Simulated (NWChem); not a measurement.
C$_{4}$H$_{8}$; SMILES C1CCC1

```xyz
12

C      0.7603     0.7603     0.1275
C      0.7603    -0.7603    -0.1275
C     -0.7603    -0.7603     0.1275
C     -0.7603     0.7603    -0.1275
H      0.9933     0.9933     1.1785
H      1.3936     1.3936    -0.5126
H      0.9933    -0.9933    -1.1785
H      1.3936    -1.3936     0.5126
H     -1.3936    -1.3936    -0.5126
H     -0.9933    -0.9933     1.1785
H     -0.9933     0.9933    -1.1785
H     -1.3936     1.3936     0.5126
```
Atoms are numbered in this order, from 1.

Program: NWChem. Coordinates come from a PBE0/def2-SVP optimisation. Level: PBE0/def2-SVP with SMD (1 M gas to 1 M solution), gas-phase geometry.

For solvent water:

- solvation free energy (kcal/mol): 1.2
- cavity-dispersion-structure term (kcal/mol): 1.9

### Question
How do the values read with solvent toluene instead?

### Answer
* **solvation free energy (kcal/mol)**: -3.3
* **cavity-dispersion-structure term (kcal/mol)**: -2.9
